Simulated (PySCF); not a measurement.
Which level of theory gave which numbers?

Compound: FHO.
InChI=1S/FHO/c1-2/h2H

The closed-shell ground state was solved 4 times with PySCF (density fitting, gas phase), always in the pcSseg-2 basis (86 functions), with these functionals: B97-2, KT3, PBE0 and wB97X-D. Isolated species at its PBE0-D3(BJ)/def2-TZVP geometry, gas phase.

```json
{"row": "P", "total energy (Eh)": "-175.5577", "HOMO (eV)": "-8.92", "LUMO (eV)": "-1.25", "dipole (D)": "1.96"}
{"row": "Q", "total energy (Eh)": "-177.7401", "HOMO (eV)": "-7.42", "LUMO (eV)": "-2.67", "dipole (D)": "1.88"}
{"row": "R", "total energy (Eh)": "-175.5630", "HOMO (eV)": "-11.23", "LUMO (eV)": "0.92", "dipole (D)": "1.98"}
{"row": "S", "total energy (Eh)": "-175.4398", "HOMO (eV)": "-9.25", "LUMO (eV)": "-1.08", "dipole (D)": "1.97"}
```

**Question.** Which functional belongs to which row?

**Answer.** P = B97-2, Q = KT3, R = wB97X-D, S = PBE0. By rising HOMO–LUMO gap: KT3 (GGA) 4.75 eV; B97-2 (global hybrid, 21 % exact exchange) 7.67 eV; PBE0 (global hybrid, 25 % exact exchange) 8.17 eV; wB97X-D (range-separated hybrid) 12.15 eV. Total energies of different functionals aren't bounds to one another; each is stationary for its own functional.

wB97X-D is run here without its empirical dispersion term; that term would change no orbital, density or response property at a fixed geometry.
